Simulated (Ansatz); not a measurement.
Polycrystal shear modulus (GPa) of solids drawn from the class of halides, at two levels: PBE in Ansatz (plane waves, PAW), and HSE06 (plane waves, PAW; Ansatz, a program for electronic structure).

| solid | PBE | HSE06 |
|---|---|---|
| rock-salt AgBr | 8.57 | 9.37 |
| CsCl-type TlCl | 7.76 | 8.38 |
| CsCl-type TlBr | 7.36 | 7.96 |
| fluorite SrCl2 | 13.2 | ? |
| cubic perovskite KMgF3 | 42.6 | 47.5 |
| cubic perovskite KZnF3 | 32.8 | 37.3 |

Estimate the withheld HSE06 value from the other rows.

One way: carry over the typical ratio. The ratios HSE06 / PBE of the other rows, in order: 1.080, 1.082, 1.093, 1.115, 1.137; median 1.093. Fluorite SrCl2: 13.2 × 1.093 = 14.4 GPa; the run gives 14.3 GPa. The ratios spread from 1.080 to 1.137, so such an estimate is rough.

Over all 6 rows HSE06 is the larger in 6.

Ansatz's runs of these crystals have no spin polarisation.

Spin–orbit coupling is left out, also for the solids with elements from indium on (CsCl-type TlCl, CsCl-type TlBr); its size isn't shown.

Each level is taken at its own relaxed cell. Ansatz's density-functional and Hartree–Fock values are scalar-relativistic unless marked +SOC, with PAW data made under PBE.
